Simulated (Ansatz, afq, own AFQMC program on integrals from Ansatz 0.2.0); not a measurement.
Where AFQMC and coupled cluster stand for GaBr⁺, doublet

```xyz
2

Ga    0.0000    0.0000    0.0000
Br    0.0000    0.0000    5.9700
```

Basis cc-pVDZ. Noble-gas cores (and the filled d shells of Ga–Kr and In–Xe) are frozen. Ansatz 0.2.0 and our own AFQMC program on the same integrals; the CISD trial comes from CCSD amplitudes, and released means the phaseless constraint is let go. Error bars are statistical, one sigma. No spin–orbit coupling.

Determinant: UHF, the one that the program's search chose, which needn't be the lowest solution. The geometry is a point of a scan.

No full CI on the walks' own integrals is used here; CCSDT(Q) serves as the reference and is uncertain by about the last step of the cluster series.

Cautions: no relativity below Rb; no spin-orbit coupling; inner d shell frozen; the released energies are still falling, so no released level is given (meV from the phaseless value at times in 1/Eh: 2 ± 5 at 0.24, 0 ± 5 at 0.51, -8 ± 6 at 0.99, -11 ± 6 at 1.62, -17 ± 6 at 2.40), though the last usable value meets CCSDT(Q) within the noise.

The T1 diagnostic is 0.0052. The weight of the determinant in the CISD state is 0.907. The ⟨S²⟩ of the determinant is 0.756. The size of the correlated space is 9 electrons in 26 orbitals.

Reference: CCSDT(Q), correlation energy -3.922 eV.

```
        level  E − E(reference) (kJ/mol)  share of correlation (%)
           HF                      378.4                      0.00
          MP2                       73.1                     80.69
         CCSD                        3.0                     99.21
      CCSD(T)                        0.8                     99.80
        CCSDT                        0.4                     99.91
  ph-AFQMC/HF                  4.1 ± 2.7                     98.91
ph-AFQMC/CISD                  0.5 ± 0.6                     99.86
```

A walk keeps the symmetry of its determinant, which the program's search chose and which needn't be the lowest solution, so a lower state of the same spin and another symmetry isn't excluded.
